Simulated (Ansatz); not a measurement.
For 1T (CdI2-type) SnS₂, PBE in Ansatz (PAW) gives:

- lattice constant a = 3.702 Å
- lattice parameter c = 6.983 Å
- elastic constant C11 = 99.1 GPa
- elastic constant C44 = 0.47 GPa
- polycrystal shear modulus = 10.1 GPa

**Question.** What does PBE0-D4 (plane waves, PAW; Ansatz, a quantum-chemistry and plane-wave program) give for the same quantities?

**Answer.** 
- lattice constant a: 3.628 Å (decreases by 2.0 %)
- lattice parameter c: 5.817 Å (decreases by 17 %)
- elastic constant C11: 145 GPa (rises by 46 %)
- elastic constant C44: 11.6 GPa (goes up by 2400 %)
- Voigt–Reuss–Hill shear modulus: 25.7 GPa (increases by 150 %)

For comparison: lattice constant a 3.646 Å (measured, room temperature, not corrected to a static lattice, our sources range from 3.640 to 3.650; as tabulated in Lima et al. (2018), arXiv:1803.05430); lattice parameter c 5.893 Å (measured, room temperature, not corrected to a static lattice; as tabulated in Lima et al. (2018), arXiv:1803.05430).

Changes are worked out from the printed values.

Unless a cell is named, each level is at its own relaxed cell (PBE 27.63, PBE0-D4 22.10 Å³/atom).

Caveats: for a layered or molecular solid the relaxed cell lies over 5 % above the published volume, where the minimum can be shallow (PBE); the cell comes from a level without a dispersion term, which matters for the spacing of layers, chains or molecules (PBE); the dispersion coefficients are held fixed in the derivatives (PBE0-D4). Ansatz's density-functional and Hartree–Fock values are scalar-relativistic unless marked +SOC, with PAW data made under PBE.
